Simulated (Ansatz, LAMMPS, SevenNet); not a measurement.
How well does each level of theory give the elastic constant C11 of corundum (α-Al2O3)?

Reference value: 497 GPa (measured, temperature not stated, no zero-point or thermal correction; as tabulated in Liu et al. (2023), arXiv:2002.00005).

Q: What do ionic model lewis1985b, ionic model lewis1985c, SevenNet-0, SevenNet-l3i5, LDA, PBE give, and how far is each from the reference?

A: 
| level (code) | value (GPa) | cell (Å³/atom) | difference (%) |
|---|---|---|---|
| ionic model lewis1985b (shell model, LAMMPS) | 666 | 7.99 | +34 |
| ionic model lewis1985c (shell model, LAMMPS) | 608 | 8.50 | +22 |
| SevenNet-0 (SevenNet) | 441 | 8.76 | -11.3 |
| SevenNet-l3i5 (SevenNet) | 438 | 8.75 | -11.9 |
| LDA (Ansatz) | 494 | 8.32 | -0.6 |
| PBE (Ansatz) | 448 | 8.76 | -9.9 |

Leaving aside ionic model lewis1985b, ionic model lewis1985c, which can be fitted to such values or carry a doubt: The reference's temperature isn't stated, so close values are not ranked against it.

The measured value isn't corrected to a static lattice, so vibrations enter the comparison. A static lattice is as a rule stiffer than a warm one, by over a tenth in soft solids.  Each level is taken at its own relaxed cell. Ansatz's density-functional and Hartree–Fock values are scalar-relativistic unless marked +SOC, with PAW data made under PBE.

Empirical potentials (ionic model lewis1985b, ionic model lewis1985c) are fitted to chosen data, which need not cover the solid at hand: agreement can be built in, and what lay outside the fit can be far off. Machine-learned potentials (SevenNet-0, SevenNet-l3i5) are trained on DFT data, which may include these solids.

Differences are worked out from the printed values.

Ansatz is a program for electronic structure.
